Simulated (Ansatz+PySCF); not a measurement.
Values are calculated unless marked as measured or tabulated.
**Several solutions for singlet LiF**

```xyz
2

Li    0.0000    0.0000   -2.0107
F     0.0000    0.0000    0.6702
```

Basis set: STO-3G (spherical functions). Charge 0, multiplicity 1.

PBE0 (unrestricted) was run from several starts with Ansatz (development build ahead of 0.2.0) and PySCF 2.14.0.

```
run  program                        start  converged  energy (hartree)  <S²>
  A    PySCF             program defaults        yes        -105.56652  0.00
  B   Ansatz  search for the lowest state        yes        -105.58065  0.72
  C   Ansatz      stability test followed        yes        -105.58065  0.72
  D   Ansatz      atomic start, no search        yes        -105.56656  0.00
```

Question: Which runs reached the lowest solution of this kind, and what is wrong with the others?

Answer: B, C reached the lowest solution found. Converged but too high: A by 0.38 eV, D by 0.38 eV. Convergence only shows a stationary point, and even a stable one can lie too high; stability tests and further starts are what find lower ones. Caution: the unrestricted determinant is spin contaminated.
